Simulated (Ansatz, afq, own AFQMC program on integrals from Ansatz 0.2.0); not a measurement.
# BNH, doublet: AFQMC among the cluster methods

```xyz
3

B     0.0000    0.0000    0.0648
N     0.0000    0.0000   -1.8611
H     0.0000    0.0000    1.7963
```

Connectivity, by distances: B–N ··· H.

Basis 6-31G. Noble-gas cores (and the filled d shells of Ga–Kr and In–Xe) are frozen. Integrals, coupled cluster, full CI and functionals: Ansatz 0.2.0; the random walks run on the same integrals in our own AFQMC program. ph-AFQMC/CISD is guided by a CISD state made of CCSD amplitudes; releasing the constraint for a short imaginary time cuts its bias at the price of noise, slowly where states lie close. ± is one standard error of the sampling.

Determinant: ROHF, the one that the program's search chose, which needn't be the lowest solution. The geometry is a point of a scan.

Full CI on the same integrals is exact in this basis and with this determinant's frozen core.

Cautions: a spin-contaminated unrestricted determinant lies lower (UHF 1.83 eV lower, ⟨S²⟩ 2.18); strong correlation (T1 0.132, weight of the determinant 0.63, largest double 0.18); (T) is large, 9 % of the CCSD correlation; the released energies are still falling, so no released level is given (meV from the phaseless value at times in 1/Eh: -23 ± 10 at 0.24, -46 ± 9 at 0.51, -57 ± 7 at 0.99, -69 ± 9 at 1.62, -103 ± 12 at 2.40).

The T1 diagnostic is 0.1322 and the weight of the determinant in the CISD state is 0.626. The size of the correlated space is 9 electrons in 18 orbitals.

| level | correlation energy (eV) |
| --- | --- |
| MP2 | -3.9060 |
| CCSD | -5.4535 |
| CCSD(T) | -5.9326 |

Question: Estimate where phaseless AFQMC with a CISD trial lies against CCSD(T) on the same integrals.

Answer: 88.6 ± 9.7 meV above CCSD(T).

Reference: full CI, correlation energy -6.003 eV. The cautions show a poor starting determinant, so the rows tell how each method copes with it here, and full CI is the sure value.

```
        level  E − E(reference) (meV)  share of correlation (%)
      CCSD(T)                    70.3                     98.83
        CCSDT                    38.8                     99.35
     CCSDT(Q)                   -24.3                    100.40
       CCSDTQ                    -0.4                    100.01
ph-AFQMC/CISD             158.9 ± 9.7                     97.35
```

CCSDT and higher add their correlation energy to the determinant of the CCSD(T) run, since their own runs factorise the integrals more tightly (a shift of under 2 meV). A walk keeps the symmetry of its determinant, which the program's search chose and which needn't be the lowest solution, so a lower state of the same spin and another symmetry isn't excluded.
